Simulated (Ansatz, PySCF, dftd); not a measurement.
System: C$_{2}$H$_{3}$O$_{2}$, charge 0, doublet. C2H3O2 (SMILES O=C([O])C, doublet).
B3LYP-D3(BJ)/def2-TZVP minimum from Ansatz (an electronic-structure program):
```xyz
7

C     -0.2571     0.1715    -0.0005
O      0.2583     1.2978    -0.0129
O     -1.3300    -0.3709     0.0089
C      1.0547    -0.8686     0.0036
H      1.9946    -0.3339    -0.0052
H      0.9005    -1.4416     0.9132
H      0.8930    -1.4581    -0.8941
```
Charge 0, spin multiplicity 2.

Quantity: enthalpy of formation at 298 K (by atomisation, with ideal-gas terms from PySCF's Hessian at B3LYP-D3(BJ)/def2-TZVP and the atoms' measured values of the G2/97 table; no spin-orbit terms), in kJ/mol. UHF or UKS for unpaired electrons; spin-orbit terms are left out. Cores are frozen in correlated methods. Rows without X2C or -DK are non-relativistic. CBS(X,Y): correlation extrapolated as X^-3, Hartree-Fock from the larger set. A bracket is a step between two methods taken in the basis named. The functionals are non-relativistic, so their misses hold any scalar relativity. Double hybrids freeze cores in their MP2 part. '+ core + X2C': CCSD(T) terms for core correlation (cc-pwCVTZ) and scalar relativity (cc-pVTZ-DK). For partners of very few electrons the exact lower level stands in for a higher one. The T1 diagnostic of C2H3O2 (CC([O])=O, doublet) reaches 0.048 in the sets run.

| level | program | enthalpy of formation at 298 K (kJ/mol) | difference against the last row |
|---|---|---|---|
| HF/cc-pVTZ | Ansatz | 750.8 | 926.3 |
| HF/cc-pVQZ | Ansatz | 745.4 | 920.9 |
| r2SCAN-D4/def2-TZVPD | Ansatz + dftd4 | -224.2 | -48.7 |
| r2SCAN/def2-TZVPD | Ansatz | -222.1 | -46.6 |
| B3LYP/def2-TZVPD | Ansatz | -171.3 | 4.2 |
| CAM-B3LYP-D4/def2-TZVPD | Ansatz + dftd4 | -186.4 | -10.9 |
| B2GP-PLYP-D3(BJ)/def2-TZVPD | Ansatz + dftd3 | -123.2 | 52.3 |
| B2GP-PLYP/def2-TZVPD | Ansatz | -118.1 | 57.4 |
| MP2/cc-pVTZ | Ansatz | -125.3 | 50.2 |
| CCSD/cc-pVDZ | Ansatz | 122.8 | 298.3 |
| CCSD(T)/cc-pVDZ | Ansatz | 73.3 | 248.8 |
| CCSDT(Q)/cc-pVDZ | Ansatz | 61.7 | 237.2 |
| CCSD(T)/CBS(cc-pVTZ,cc-pVQZ) + [CCSDT(Q) - CCSD(T)]/cc-pVDZ + core + X2C | Ansatz | -175.5 | 0.0 |
